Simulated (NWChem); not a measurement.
# Total energies of Be (+1)

```xyz
1

Be     0.0000     0.0000     0.0000
```
Charge +1, spin multiplicity 2.

Program: NWChem.

Basis set: def2-QZVP (36 functions).

```tsv
method	total energy (Ha)
UHF	-14.27743
UMP2	-14.27743
UB2PLYP	-14.31824
UPBE	-14.29924
UB3LYP	-14.33849
UM06-2X	-14.33382
```

Total energies of different functionals aren't comparable as a measure of quality: only differences taken within one method are. 

The correlated methods keep 1 core orbital frozen. B3LYP has NWChem's definition, with VWN1-RPA local correlation. The stability of the SCF solutions was not checked. Open-shell Hartree-Fock references start from PBE0 orbitals.
